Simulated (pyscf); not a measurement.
# Hydrogen shift: H₂C=O -> :HC–OH [singlet]

Gas phase, singlet surface, charge 0. Bonds broken: C1–H3. Bonds formed: O2–H3. PySCF, gas phase, ωB97X-D3(BJ)/def2-SVP geometries. MP2 and CC: frozen core, UHF for open shells. ΔMP2 is the change of the MP2 total energy from the triple- to the quadruple-zeta basis.

Transition state (Å):

```xyz
4

C      0.2743    -0.4599     0.3955
O      1.1874     0.4408     0.2369
H      1.0283    -0.0402     1.2959
H     -0.3055    -0.7084    -0.5335
```

One imaginary mode, 2115i cm⁻¹; descent along it reached the two sides named.

```json
[
 {"bond": "C1–H3", "change": "breaks", "reactant side (Å)": "1.119", "saddle": "1.247", "product side": "1.855"},
 {"bond": "O2–H3", "change": "forms", "reactant side (Å)": "2.032", "saddle": "1.174", "product side": "0.971"}
]
```

Electronic energies relative to the reactant's lowest minimum found (kJ/mol):

```csv
level,barrier,reaction energy,reverse barrier
ωB97X-D3(BJ)/def2-TZVP,364.8,+217.4,147.3
PBE/def2-TZVP,342.8,+227.7,115.1
r²SCAN/def2-TZVP,357.6,+227.7,129.9
B3LYP-D3(BJ)/def2-TZVP,365.2,+222.8,142.4
PBE0-D3(BJ)/def2-TZVP,361.2,+224.0,137.3
M06-2X/def2-TZVP,362.6,+215.2,147.5
ωB97M-D3(BJ)/def2-TZVP,357.7,+212.3,145.4
HF/def2-TZVP,414.5,+202.4,212.1
MP2/def2-QZVPP,360.0,+232.1,127.9
CCSD/def2-TZVPP,370.3,+212.6,157.6
CCSD(T)/def2-TZVPP,360.3,+215.0,145.3
CCSD(T)/def2-TZVPP + ΔMP2(QZVPP),359.4,+215.1,144.3
```

With CCSD(T)/def2-TZVPP + ΔMP2(QZVPP) energies and thermal terms (ideal gas, 1 atm, RRHO with modes under 100 cm⁻¹ raised to 100, one conformer, R ln 2 for chiral ones without a mode under 150 cm⁻¹), in kJ/mol:

```csv
T (K),ΔH‡,ΔG‡,ΔH,ΔG
298,344.2,342.1,+215.8,+213.9
600,344.6,339.8,+216.3,+211.8
900,344.3,337.4,+216.8,+209.5
1200,343.2,335.2,+217.0,+207.0
```

This is the saddle that the search found; another between the same sides may lie lower. The CCSD(T) − MP2 part came from Ansatz, without density fitting, on the same reference.
